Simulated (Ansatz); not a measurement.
Grey tin (α-Sn) was calculated with PBE in Ansatz (plane waves, PAW).

Settings: plane-wave cutoff 520 eV, 20×20×20 k mesh, Fermi–Dirac smearing 0.05 eV, scalar-relativistic PAW data made under PBE.

Cell (relaxed at this level):

Space group Fd-3m, origin choice 1 (No. 227); a = 6.655 Å, b = 6.655 Å, c = 6.655 Å, α = 90.00°, β = 90.00°, γ = 90.00°

```tsv
atom	site	symmetry	x	y	z
Sn	8a	-43m	0.0000	0.0000	0.0000
```
(The calculation used a cell of 2 atoms; values per cell refer to that cell.)

Predict the elastic constant C44, polycrystal shear modulus (Hill average), elastic constant C11, Voigt–Reuss–Hill bulk modulus and elastic constant C12.


- elastic constant C44: 25.8 GPa
- polycrystal shear modulus (Hill average): 20.5 GPa
- elastic constant C11: 55.1 GPa
- Voigt–Reuss–Hill bulk modulus: 35.7 GPa
- elastic constant C12: 26.1 GPa

Measured, for comparison: elastic constant C44 36.2 GPa, elastic constant C11 69 GPa, elastic constant C12 29.3 GPa (low temperature, zero-point motion not removed; as tabulated in Tanner et al. (2021), arXiv:2110.11888). Computed (rounded) less measured: elastic constant C44 -29 %, elastic constant C11 -20 %, elastic constant C12 -11 %.

Note: the solid has no gap at this level, which affects its response.

Elastic constants are with the ions relaxed.

Spin–orbit coupling is not included.

Static lattice: no zero-point or thermal effects.

The result took very roughly 18 core-minutes.

Ansatz is an electronic-structure program.
